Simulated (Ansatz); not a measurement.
## How the smallest direct gap on the k points sampled of zinc-blende GaSb moves with the method

No measured value is used here.

| level (code) | value (eV) | cell (Å³/atom) |
|---|---|---|
| LDA (Ansatz) | 0.07 | 27.66 |
| PBE (Ansatz) | 0.11 | 28.32 |
| PBEsol-D3(BJ) (Ansatz) | 0.25 | 27.56 |
| r²SCAN+SOC (Ansatz) | 0.33 | 28.32 |
| r²SCANh (Ansatz) | [?] | 28.59 |

Task: What belongs in the gaps?

Result: 
- r²SCANh (Ansatz, a first-principles code), value (eV): 0.90

Computed values are for a static lattice. Spin–orbit coupling is included only where a level's name says +SOC; with heavier elements it mostly lowers gaps and can invert bands.  Values are at the level's own relaxed cell; PBE at the measured cell; r²SCAN+SOC at the measured cell. Cutoffs and k meshes differ between the levels. Ansatz's density-functional and Hartree–Fock values are scalar-relativistic unless marked +SOC, with PAW data made under PBE.
